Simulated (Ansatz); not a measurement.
Gas-phase reaction in SMILES: C[SiH3] (CH6Si) [methylsilane] -> [CH3] (CH3) + [SiH3] (SiH3) (the C-Si bond breaks)

Quantity: bond dissociation energy (enthalpy at 298 K), in kcal/mol. Conventions: 6-311+G** with 5d, 6d on Na to Ar in Ansatz (an electronic-structure program); valence correlation only; 6-31G* and kin with 6d, 5d where marked; LANL2DZ with its own core potentials from Na on; non-relativistic; UHF or UKS for open shells; spin-orbit terms left out. Basis-set limits of correlation are two-point, X^-3; Hartree-Fock from the larger set. The bracket is a focal-point correction in the basis named. First-principles rows: single points at B3LYP-D3(BJ) geometries (Ansatz), with unscaled harmonic terms from B3LYP/6-31G* at its own minima.

Measured values: Active Thermochemical Tables 1.112 (ions: stationary electron), as tabulated in the package chemicals; G2/97 table in ASE (Curtiss et al.); G2/97 table in ASE (Curtiss et al.), the entry of CH6Si doubted and unchecked; they hold spin-orbit and core effects, anharmonicity. 

Value to compare with, the measured value: 89.9 kcal/mol.

```tsv
level	program	bond dissociation energy (enthalpy at 298 K) (kcal/mol)	error
MP2/STO-3G	Ansatz	108.8	18.9
MP2/3-21G	Ansatz	75.7	-14.2
MP2/LANL2DZ	Ansatz	73.8	-16.1
MP2/6-31G*	Ansatz	84.4	-5.5
MP2/6-311+G**	Ansatz	85.6	-4.3
RI-MP2/CBS(def2-TZVPPD,def2-QZVPPD)+[CCSD(T)-MP2]/def2-TZVPPD	Ansatz	88.6	-1.3
```

Among the 5 habitual levels, MP2/STO-3G lies farthest from the measured value (18.9 kcal/mol) and MP2/6-311+G** nearest (-4.3); 1 of 5 lie above it, and their mean absolute error is 11.8 kcal/mol, the median 14.2. One case shows no general order.

The sets are all those run for this method; runs whose electronic state is in doubt are left out.
